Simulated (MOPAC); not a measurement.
MOPAC input (MNDO):

```
MNDO 1SCF UHF MS=0.5 GEO-OK AUX(PRECISION=9) THREADS=1
C3H3

C    -0.00108478 1    0.01125913 1    0.11444147 1
C    -0.01259876 1    0.13076463 1    1.32913478 1
C     0.01178222 1   -0.12228971 1   -1.24299295 1
H    -0.02261568 1    0.23473201 1    2.38589352 1
H     0.94544728 1   -0.15717806 1   -1.78780376 1
H    -0.91142373 1   -0.19595820 1   -1.80158956 1
```

Output:

```
 *******************************************************************************
 **                                                                           **
 **                              MOPAC v23.2.5                                **
 **                                                                           **
 *******************************************************************************
 ** MOPAC's Digital Object Identifier: https://doi.org/10.5281/zenodo.6511958 **
 **                                                                           **
 ** Please cite the open-source release paper for use of this MOPAC version:  **
 ** J. E. Moussa and J. J. P. Stewart (2026)                                  **
 ** MOPAC: An open-source semiempirical molecular orbital program             **
 ** J. Open Source Softw., 11(119), 8025, https://doi.org/10.21105/joss.08025 **
 *******************************************************************************

                              MNDO CALCULATION RESULTS

 *******************************************************************************
 *  MNDO       - The MNDO Hamiltonian to be used
 *  GEO-OK     - OVERRIDE INTERATOMIC DISTANCE AND OTHER SAFETY CHECKS
 *  UHF        - UNRESTRICTED HARTREE-FOCK CALCULATION
 *  MS=        - IN MECI, MAGNETIC COMPONENT OF SPIN =  0.5
 *  1SCF       - DO 1 SCF AND THEN STOP
 *  AUX        - OUTPUT AUXILIARY INFORMATION
 *******************************************************************************
MNDO 1SCF UHF MS=0.5 GEO-OK AUX(PRECISION=9) THREADS=1
 C3H3

   ATOM   CHEMICAL          X               Y               Z
  NUMBER   SYMBOL      (ANGSTROMS)     (ANGSTROMS)     (ANGSTROMS)

     1       C         -0.00108478  *   0.01125913  *   0.11444147  *
     2       C         -0.01259876  *   0.13076463  *   1.32913478  *
     3       C          0.01178222  *  -0.12228971  *  -1.24299295  *
     4       H         -0.02261568  *   0.23473201  *   2.38589352  *
     5       H          0.94544728  *  -0.15717806  *  -1.78780376  *
     6       H         -0.91142373  *  -0.19595820  *  -1.80158956  *

          CARTESIAN COORDINATES

    NO.       ATOM           X           Y           Z

     1         C         -0.0011      0.0113      0.1144
     2         C         -0.0126      0.1308      1.3291
     3         C          0.0118     -0.1223     -1.2430
     4         H         -0.0226      0.2347      2.3859
     5         H          0.9454     -0.1572     -1.7878
     6         H         -0.9114     -0.1960     -1.8016

  H: (MNDO): M.J.S. DEWAR, W. THIEL, J. AM. CHEM. SOC., 99, 4899, (1977)
  C: (MNDO): M.J.S. DEWAR, W. THIEL, J. AM. CHEM. SOC., 99, 4899, (1977)

           Empirical Formula: C3 H3  =     6 atoms

      MOLECULAR POINT GROUP   :   C2v

          UHF CALCULATION, NO. OF ALPHA ELECTRONS =    8
                           NO. OF BETA  ELECTRONS =    7

 -------------------------------------------------------------------------------
 MNDO 1SCF UHF MS=0.5 GEO-OK AUX(PRECISION=9) THREADS=1
 C3H3

     1SCF WAS SPECIFIED, SO BFGS WAS NOT USED
     SCF FIELD WAS ACHIEVED

                              MNDO CALCULATION
                                                       MOPAC v23.2.5 Linux

          FINAL HEAT OF FORMATION =         67.66168 KCAL/MOL =     283.09647 KJ/MOL

          COSMO AREA              =         85.21 SQUARE ANGSTROMS
          COSMO VOLUME            =         66.83 CUBIC ANGSTROMS

          IONIZATION POTENTIAL    =          9.067700 EV
          ALPHA SOMO LUMO (EV)    =         -9.068  1.648
          BETA  SOMO LUMO (EV)    =        -10.561  0.434
          NO. OF ALPHA ELECTRONS  =          8
          NO. OF BETA  ELECTRONS  =          7
          MOLECULAR WEIGHT        =         39.0567         POINT GROUP:  C2v

          MOLECULAR DIMENSIONS (Angstroms)

            Atom       Atom       Distance
            H     5    H     4     4.30238
            H     6    H     4     1.81354
            H     4    C     1     0.00000

          SCF CALCULATIONS        =          1

   ATOM   CHEMICAL          X               Y               Z
  NUMBER   SYMBOL      (ANGSTROMS)     (ANGSTROMS)     (ANGSTROMS)

     1       C         -0.00108478  *   0.01125913  *   0.11444147  *
     2       C         -0.01259876  *   0.13076463  *   1.32913478  *
     3       C          0.01178222  *  -0.12228971  *  -1.24299295  *
     4       H         -0.02261568  *   0.23473201  *   2.38589352  *
     5       H          0.94544728  *  -0.15717806  *  -1.78780376  *
     6       H         -0.91142373  *  -0.19595820  *  -1.80158956  *

                             CARTESIAN COORDINATES

   1    C       -0.001084780     0.011259130     0.114441470
   2    C       -0.012598760     0.130764630     1.329134780
   3    C        0.011782220    -0.122289710    -1.242992950
   4    H       -0.022615680     0.234732010     2.385893520
   5    H        0.945447280    -0.157178060    -1.787803760
   6    H       -0.911423730    -0.195958200    -1.801589560

           Empirical Formula: C3 H3  =     6 atoms

      MOLECULAR POINT GROUP   :   C2v

          ALPHA EIGENVALUES
 -37.03038 -29.57437 -19.27418 -15.46275 -15.04623 -12.24681 -10.68937  -9.06770
   1.64753   2.11727   4.20112   4.77527   4.86765   6.06724   7.43853

           BETA EIGENVALUES
 -36.72872 -28.28120 -19.01534 -15.33882 -14.90776 -11.41919 -10.56123   0.43357
   1.78799   3.04921   4.64815   5.15009   5.28422   6.26591   7.62230

              NET ATOMIC CHARGES AND DIPOLE CONTRIBUTIONS

  ATOM NO.   TYPE          CHARGE      No. of ELECS.   s-Pop       p-Pop
    1          C          -0.144576        4.1446     1.18885     2.95573
    2          C          -0.119626        4.1196     1.23926     2.88037
    3          C           0.000099        3.9999     1.21663     2.78327
    4          H           0.161818        0.8382     0.83818
    5          H           0.051142        0.9489     0.94886
    6          H           0.051142        0.9489     0.94886
 DIPOLE           X         Y         Z       TOTAL
 POINT-CHG.    -0.001     0.013     0.129     0.130
 HYBRID        -0.001     0.013     0.135     0.135
 SUM           -0.002     0.026     0.263     0.265

          ATOMIC ORBITAL ELECTRON POPULATIONS

     Atom    s        px        py        pz
    1  C   1.18885   1.01941   1.01948   0.91683
    2  C   1.23926   0.98799   0.98051   0.91187
    3  C   1.21663   0.92253   0.99700   0.86374
    4  H   0.83818
    5  H   0.94886
    6  H   0.94886

                    (SZ)    =    0.500000
                    (S**2)  =    0.908940

          ATOMIC ORBITAL SPIN POPULATIONS

    Atom   Total    s     px     py     pz
         Atomic
    1  C -0.6112 -0.042 -0.205 -0.316 -0.048
    2  C  0.7771  0.042  0.215  0.483  0.038
    3  C  0.9825  0.049  0.050  0.824  0.059
    4  H -0.0389 -0.039
    5  H -0.0548 -0.055
    6  H -0.0548 -0.055

 **********************
 *                    *
 * JOB ENDED NORMALLY *
 *                    *
 **********************

 == MOPAC DONE ==
```

The geometry given is a B3LYP-D3(BJ)/def2-TZVP minimum.

The determinant is spin-contaminated: <S^2> is 0.91 against 0.75 for a pure state.
